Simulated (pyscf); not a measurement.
Four-centre exchange: GeH₄ + H₂O → HO–GeH₃ + H₂

Gas phase, singlet surface, charge 0. Bonds broken: Ge1–H2, O6–H7. Bonds formed: Ge1–O6, H2–H7. Structures and frequencies: ωB97X-D3(BJ)/def2-SVP in PySCF.

Transition state (Å):

```xyz
8

Ge    -0.3528     0.4482    -0.3425
H     -1.4066    -1.1513    -0.6088
H      0.3868     1.4785     0.5618
H     -1.3534     1.2364    -1.1895
H      0.7612    -0.2842    -1.1054
O     -1.1539    -0.3375     1.3330
H     -1.4389    -1.0687     0.4874
H     -0.5388    -0.6551     2.0134
```

One imaginary mode, 1403i cm⁻¹; descent along it reached the two sides named.

```csv
bond,change,reactant side (Å),saddle,product side
Ge1–H2,breaks,1.537,1.934,4.4
O6–H7,breaks,0.965,1.154,2.436
Ge1–O6,forms,3.1,2.017,1.789
H2–H7,forms,2.6,1.100,0.762
```

Electronic energies relative to the separated reactants (kcal/mol):

```csv
level,barrier,reaction energy,reverse barrier
ωB97X-D3(BJ)/def2-TZVP,46.1,-1.0,47.1
PBE/def2-TZVP,40.2,+0.4,39.8
r²SCAN/def2-TZVP,42.5,-1.1,43.6
B3LYP-D3(BJ)/def2-TZVP,45.1,-0.6,45.7
PBE0-D3(BJ)/def2-TZVP,43.6,+0.9,42.7
M06-2X/def2-TZVP,43.3,-5.2,48.5
ωB97M-D3(BJ)/def2-TZVP,46.2,+0.3,45.9
HF/def2-TZVP,62.6,+0.6,62.0
```

With ωB97M-D3(BJ)/def2-TZVP energies and thermal terms (ideal gas, 1 atm, RRHO with modes under 100 cm⁻¹ raised to 100, one conformer, R ln 2 for chiral ones without a mode under 150 cm⁻¹), in kcal/mol:

```tsv
T (K)	ΔH‡	ΔG‡	ΔH	ΔG
298	44.1	52.6	-2.2	-1.9
600	44.2	61.2	-1.2	-2.0
900	44.9	69.6	-0.3	-2.6
1200	45.8	77.7	+0.4	-3.5
```

One saddle was located; it need not be the lowest between these sides. Elements up to Kr have no core potential and no relativistic terms here.
